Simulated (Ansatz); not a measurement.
Two structures of C2H6Cl, doublet, reached by relaxing down either side of one saddle point (PBE0-D4/def2-TZVP). Energies are electronic, without zero-point energy. Ansatz 0.2.0; basis: def2-TZVPP and def2-QZVPP; cores frozen in the correlated methods; orbitals are unrestricted. Extrapolation: Hartree–Fock as exp(−7.88 √X), correlation as X^−2.97. First:

H1  (0.553, -0.140, -0.706)
C2  (0.666, 0.726, -1.356)
Cl3  (-0.326, 2.045, -0.705)
C4  (-0.722, -1.045, 1.617)
H5  (0.319, 0.496, -2.361)
H6  (1.703, 1.052, -1.379)
H7  (0.112, -1.265, 2.268)
H8  (-0.963, -0.020, 1.372)
H9  (-1.342, -1.849, 1.250)
(Å)

Second:

H1  (-0.011, -1.149, 0.355)
C2  (0.804, 1.119, -1.682)
Cl3  (0.183, 2.293, -0.646)
C4  (-0.594, -0.988, 1.262)
H5  (0.124, 0.633, -2.363)
H6  (1.856, 0.890, -1.614)
H7  (0.062, -0.634, 2.055)
H8  (-1.361, -0.239, 1.067)
H9  (-1.063, -1.924, 1.566)
(Å)

Question: Which bonds change from the first to the second?

Answer: CH₃Cl ([CH3][Cl]) + CH₃ → CH₂Cl ([CH2][Cl]) + CH₄; bonds formed: H1–C4; bonds broken: H1–C2.

Question: Give the saddle point's structure and its height above each. (An estimate is asked for; the value comes from the calculation.)

Answer: The calculation gives: 67.6 kJ/mol above the first and 86.5 kJ/mol above the second (CCSD(T) at an estimated basis limit (MP2 extrapolated from triple and quadruple zeta, plus CCSD(T) − MP2 in triple zeta)).
```json
{"atom": "H1", "x (Å)": "0.0291", "y (Å)": "-0.0734", "z (Å)": "-0.0179"}
{"atom": "C2", "x (Å)": "0.5041", "y (Å)": "0.6014", "z (Å)": "-1.0391"}
{"atom": "Cl3", "x (Å)": "0.0326", "y (Å)": "2.2680", "z (Å)": "-0.8532"}
{"atom": "C4", "x (Å)": "-0.4759", "y (Å)": "-0.7650", "z (Å)": "1.0511"}
{"atom": "H5", "x (Å)": "0.0527", "y (Å)": "0.1611", "z (Å)": "-1.9244"}
{"atom": "H6", "x (Å)": "1.5843", "y (Å)": "0.4907", "z (Å)": "-0.9941"}
{"atom": "H7", "x (Å)": "0.3498", "y (Å)": "-0.8146", "z (Å)": "1.7554"}
{"atom": "H8", "x (Å)": "-1.3027", "y (Å)": "-0.1405", "z (Å)": "1.3770"}
{"atom": "H9", "x (Å)": "-0.7744", "y (Å)": "-1.7277", "z (Å)": "0.6454"}
```

T1 diagnostic: at most 0.014. ⟨S²⟩ of the unrestricted Hartree–Fock references: 0.76 to 0.79 (a pure state has 0.75). The end structure is not quite a true minimum (one mode of 28i cm⁻¹).

Labels in which every atom is bracketed show which atoms are joined, not bond orders.

For scale, one of the runs: CCSD(T)/def2-TZVPP, 188 basis functions, launched by `ansatz run in.yaml --threads 4 --pin off --events-out ev --progress --plain --max-ram 9574MiB`. The run took 64 s on 4 CPU threads of a Oxide Virtual Turin-like (shared host), with 5.1 GiB of host memory at its peak.
